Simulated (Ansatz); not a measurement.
# AlBO+ (doublet): from Hartree-Fock to the top rungs, cc-pVDZ

How much of the correlation energy of AlBO+ (doublet) does each wave-function method recover here?

The runs use Ansatz 0.2.0, Gaussian basis; cc-pVDZ, core rule «outside noble gas», up to 7 orbitals frozen.

Plan: UHF; CCSD(T) on ROHF; CCSD(T) on UHF; BCCD(T) on ROHF; CISD; CCSDT(Q) on ROHF; CCSDT(Q) on UHF.

10 further runs of the same task are left out: 6 for a known fault of the program, 4 set aside as unsound or not needed.

### 1 What is computed

The geometry is a PBE0/def2-TZVP stationary point (not a proven minimum) of the parent state, kept for this charge and spin.

3 atoms, charge 1, spin multiplicity 2.

Atoms are counted from 1 here; the program's logs count them from 0.

Bond lengths: Al1–B2 2.246 Å, B2–O3 1.207 Å. Angles: Al1–B2–O3 180.0°.

Geometry (Å):

| atom | x (Å) | y (Å) | z (Å) |
| --- | --- | --- | --- |
| Al1 | 0.00000 | 0.00000 | 1.89990 |
| B2 | 0.00000 | 0.00000 | -0.34650 |
| O3 | 0.00000 | 0.00000 | -1.55340 |

### 2 UHF

The input, in.yaml:

```yaml
crystal:
  periodic: [false, false, false]
  atoms:
    - {symbol: Al, position_ang: [0.000000, 0.000000, 1.899900]}
    - {symbol: B, position_ang: [0.000000, 0.000000, -0.346500]}
    - {symbol: O, position_ang: [0.000000, 0.000000, -1.553400]}
basis:
  gaussian: {orbitals: cc-pVDZ}
total_charge: 1
magnetization: {spin_polarized: true, initial_magnetization: 1}
hamiltonian: {xc: hf}
output: {orbitals: {seedname: orbitals}}
```

Command:

```
$ ansatz run in.yaml --threads 1 --pin off --events-out ev --progress --plain --max-ram 4096MiB --backend cpu
```

The runs that follow: CCSD(T) on ROHF; CCSD(T) on UHF; BCCD(T) on ROHF; CISD; CCSDT(Q) on ROHF; CCSDT(Q) on UHF.

Before running them: what should the planned runs give, taken together? Wanted: UCCSDT(Q) below the RHF energy; RMP2 from UCCSDT(Q); UMP2 from UCCSDT(Q); RCCSD from UCCSDT(Q); RCCSD(T) from UCCSDT(Q); UCCSD(T) from UCCSDT(Q); RCCSDT(Q) from UCCSDT(Q); T1 diagnostic.

**Answer**, as computed:

| quantity | value |
| --- | --- |
| UCCSDT(Q) below the RHF energy | -8.5172 eV |
| RMP2 from UCCSDT(Q) | +67.4 kJ/mol |
| UMP2 from UCCSDT(Q) | +68.3 kJ/mol |
| RCCSD from UCCSDT(Q) | +40.0 kJ/mol |
| RCCSD(T) from UCCSDT(Q) | +6.5 kJ/mol |
| UCCSD(T) from UCCSDT(Q) | +6.7 kJ/mol |
| RCCSDT(Q) from UCCSDT(Q) | +1.1 kJ/mol |
| levels within 1 kcal/mol (43 meV) | RCCSDT, UCCSDT, RCCSDT(Q) |
| T1 diagnostic | 0.039 |

What this shows: RCCSD(T) lands +6.5 kJ/mol from the yardstick (0.8 % of the correlation energy). These misses are within one basis, not against nature; the frozen cores of restricted and unrestricted runs differ, which can shift their rows.
